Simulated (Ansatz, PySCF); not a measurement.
Gas-phase enthalpy of formation at 298 K, by the atomisation route, of FCl (SMILES; ClF). Geometries: B3LYP-D3(BJ)/def2-TZVP minima from Ansatz (a program for electronic structure). Cores are frozen in the correlated levels unless marked. Open shells are spin-unrestricted. No spin-orbit coupling. Non-relativistic. CBS(X,Y): correlation extrapolated as X^-3; Hartree-Fock from the larger set (for Q and 5 zeta extrapolated as (X+1)exp(-9√X)). Thermal terms are rigid-rotor harmonic-oscillator values from B3LYP-D3(BJ) frequencies (PySCF) at 298.15 K and 1 atm. 1 Eh = 627.5095 kcal/mol.

| species | count | E, CCSD(T)/CBS(cc-pV(Q+d)Z,cc-pV(5+d)Z) (Ansatz) (Eh) | E, PBE/def2-TZVPD (Ansatz) (Eh) | measured ΔHf at 0 K (kcal/mol) | H(298) - H(0) of the element (kcal/mol) |
|---|---|---|---|---|---|
| FCl | 1 | -559.47574 | -559.74435 | - | - |
| Cl atom | 1 | -459.70650 | -459.95933 | 28.59 | 1.10 |
| F atom | 1 | -99.66950 | -99.67049 | 18.47 | 1.05 |

Molecule: zero-point energy 1.12, H(298) - H(0) 2.13 kcal/mol. The route leaves out scalar relativity and anharmonic zero-point terms, the atoms' spin-orbit terms, and in the frozen-core level the core correlation. Atomic data: G2/97 table in ASE.

Problem. Work out De, D0 and ΔHf at 0 and 298 K at both levels, and their errors against the measured value.

Solution. 
The atoms' values sum to 47.06 (0 K) and 2.15 (thermal), in kcal/mol.
- CCSD(T)/CBS(cc-pV(Q+d)Z,cc-pV(5+d)Z): De = 62.59; D0 = 62.59 - 1.12 = 61.47; ΔHf(0 K) = 47.06 - 61.47 = -14.41; ΔHf(298 K) = -14.41 + 2.13 - 2.15 = -14.43; error -1.1.
- PBE/def2-TZVPD: De = 71.87; D0 = 71.87 - 1.12 = 70.75; ΔHf(0 K) = 47.06 - 70.75 = -23.69; ΔHf(298 K) = -23.69 + 2.13 - 2.15 = -23.71; error -10.4.
Measured: -13.3 kcal/mol (Active Thermochemical Tables 1.112 (ions: stationary electron), as tabulated in the package chemicals).
